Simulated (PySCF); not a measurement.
Predicted microwave data (PBE0-D3(BJ)/def2-SVP geometry optimisation, gas phase (PySCF)) for one isomer of C3H3Cl:

| Quantity | Value |
| --- | --- |
| Rotational constants | A = 24707, B = 3041, C = 2755 MHz |
| Dipole components | \|μa\| = 1.20 D, \|μb\| = 1.18 D, \|μc\| = 0.00 D |
| Inertial defect | -3.20 u·Å² |
| κ | -0.97 |

Question: Which candidate fits, each taken in the one conformer that was computed?
A. `C#CCCl`
B. `C1(Cl)C=C1`
C. `ClC=C=C`

Answer: A. It is C#CCCl, a near-prolate asymmetric top, point group Cs. The candidates at the same level (rigid rotor, commonest isotopes):

```
  SMILES  A (MHz)  B (MHz)  C (MHz)  μa (D)  μb (D)  μc (D)  Δ (u·Å²)  point group                        rotor
  C#CCCl    24707     3041     2755    1.20    1.18    0.00     -3.20           Cs  near-prolate asymmetric top
 C=C=CCl    32688     2828     2651    1.50    0.51    0.00     -3.54           Cs  near-prolate asymmetric top
ClC1C=C1    21379     3967     3758    2.52    0.00    0.17    -16.55           Cs  near-prolate asymmetric top
```

`ClC1C=C1` has C 36 % too high; `C=C=CCl` has A 32 % too high. In the right answer the mirror of this Cs structure is the ab plane, so μc vanishes by symmetry. No structure here is proved a minimum.
